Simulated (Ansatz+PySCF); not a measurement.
**triplet HClO: levels of theory in one basis**

```tsv
atom	x (Å)	y (Å)	z (Å)
Cl	0.0188	-0.8173	0.0000
H	-0.4705	0.5695	0.0000
O	0.0188	1.6656	0.0000
```

Basis set: cc-pVTZ on H, O; cc-pV(T+d)Z on Cl (spherical functions). Frozen core: 6 orbitals. Correlation on ROHF uses semicanonical orbitals with singles. Charge 0, multiplicity 3.

Computed with Ansatz (development build ahead of 0.2.0) and PySCF 2.14.0; each method stands on the lowest determinant of its kind that the runs found.

```csv
method,E − E(ROHF) (eV),<S²> of the determinant
ROHF,0.00,2.00
UHF,-0.28,2.03
ROHF-MP2,-10.27,–
ROHF-CCSD,-11.43,–
UHF-CCSD,-11.45,2.03
ROHF-CCSD(T),-11.89,–
```

Question: What does UHF-MP2 give on the same scale?

Answer: -10.41 eV.
